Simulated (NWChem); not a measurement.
Species: chlorine (Cl2); SMILES ClCl

```xyz
2

Cl     0.0000     0.0000     1.0215
Cl     0.0000     0.0000    -1.0215
```
Atoms are numbered in this order, from 1.

Computed with NWChem. Pople sets run with spherical d functions. STO-3G and 3-21G are far too small for this property and stand as cheap habits. All runs use the structure optimised with B3LYP/6-31G* (spherical d). Vertical excitations in the gas phase; the lowest state need not have the same character in each row.

Q: Order these by “lowest excitation, singlet (eV)”, lowest first: PBE/def2-TZVPD, TDA; PBE/3-21G, TDA; PBE/def2-SVP, TDA.

A: PBE/3-21G, TDA (3.11), PBE/def2-TZVPD, TDA (3.20), PBE/def2-SVP, TDA (3.25)
